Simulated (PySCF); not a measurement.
# Which determinant of SiN lies lowest?

Unrestricted PBE0; PySCF, no relativity, basis sets Si def2-TZVPPD, N def2-TZVPPD. Outer shells of the fragments: Si 3s2 3p2; N 2s2 2p3.

Followed along the bond (rough minima from three points):

```tsv
2Ms+1	unpaired	⟨S²⟩ at the start	R at minimum (Å)	Te (eV)
2	σ ↑	0.91	1.57	0.00
2	π ↑	0.79	1.64	0.11
4	π ↑↑↑	3.77	none in the scan	≤ 2.40
6	σ ↑, π ↑↑↑↑	8.76	none in the scan	≤ 4.47
```

Solutions found at the starting distance of 1.770 Å, counted from the lowest of them; the search is not exhaustive and high or unbound solutions are not listed, so other states can lie among these:

```tsv
2Ms+1	unpaired	term	E (eV)	⟨S²⟩	⟨Lz²⟩	μ (D)
2	π ↑	²Π	0.00	0.79	1.01	-3.03
2	σ ↑	²Σ⁺	0.33	0.91	0.00	-3.07
4	π ↑↑↑	⁴Π	2.13	3.77	1.01	-0.48
4	σ ↑, π ↑↑	mixed	2.23	3.78	2.02	-1.45
2	π ↑↑↓	mixed	2.69	1.76	3.03	-0.43
4	σ ↑, π ↑↑	mixed	2.70	3.76	2.01	-1.50
2	σ ↓, π ↑↑	mixed	2.86	1.78	2.02	-1.39
2	σ ↓, π ↑↑	mixed	3.34	1.78	2.01	-1.47
6	σ ↑, π ↑↑↑↑	⁶Σ⁺	4.45	8.76	0.00	0.16
4	σ ↑, π ↑↑	⁴Σ⁻	5.42	3.76	0.00	-0.38
```

A term symbol is given only where ⟨S²⟩ and ⟨Lz²⟩ are close to those of a pure state; real π, δ and φ orbitals otherwise mix terms. A positive dipole means Si(−)N(+).

Q: Compare the gap between the two lowest followed solutions at the starting distance with the gap between their minima.

A: At PBE0 the second solution (doublet, unpaired electrons π ↑) lies -0.33 eV from the first (doublet, unpaired electrons σ ↑) at 1.770 Å and +0.11 eV at the minima; the two curves relax by different amounts, since their minima lie near 1.64 and 1.57 Å.

Counting both spins, an empty level lies below a filled one in some of these solutions, because spin and occupation are held.
